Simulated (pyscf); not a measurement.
Single points on ωB97X-D3(BJ)/def2-SVP structures (PySCF, gas phase).

Problem. Estimate by transition-state theory the rate constant of F–Sn(F)(F)–F (SMILES [F][Sn]([F])([F])[F]) + HCl (SMILES Cl) → HF (SMILES F) + F–Sn(F)(F)–Cl (SMILES [F][Sn]([F])([F])[Cl]) (singlet surface; F–Sn, Cl–H broken, F–H, Cl–Sn formed) at 900 K, with ωB97M-D3(BJ)/def2-TZVP energies (ideal gas, 1 atm, RRHO with modes under 100 cm⁻¹ raised to 100, one conformer, R ln 2 for chiral ones without a mode under 150 cm⁻¹; no tunnelling).

Solution. The electronic barrier is 4.5 kcal/mol and the thermal terms add +27.8, so ΔG‡ = 32.3 kcal/mol. With k_BT/h = 1.88e+13 s⁻¹ and RT = 1.788 kcal/mol, and a volume of 1.23e-19 cm³ per molecule at 1 atm, k = 3.2e-14 cm³ molecule⁻¹ s⁻¹. Wigner's tunnelling factor for 593i cm⁻¹ would be 1.04. A shift of 1 kcal/mol in the barrier changes k by a factor 1.7. On the reactant side the descent ends in an adduct with a Cl–Sn contact, 7.1 kcal/mol under the separated species and 8.5 kcal/mol under the saddle at ωB97X-D3(BJ)/def2-TZVP. On the product side the descent ends in an adduct with a F–Sn contact (not fully relaxed), 5.3 kcal/mol under the separated species and 18.6 kcal/mol under the saddle at ωB97X-D3(BJ)/def2-TZVP. What is counted as formed (Cl–Sn) is already present as a longer contact in the reactant adduct; forming that adduct is a step of its own. What is counted as broken (F–Sn) persists as a longer contact in the product adduct; parting that adduct is a step of its own. At ωB97X-D3(BJ) the barrier from the zero used here is 1.4 kcal/mol. This is the saddle that the search found; another between the same sides may lie lower. Elements past Kr carry the def2 core potentials, without spin-orbit coupling.
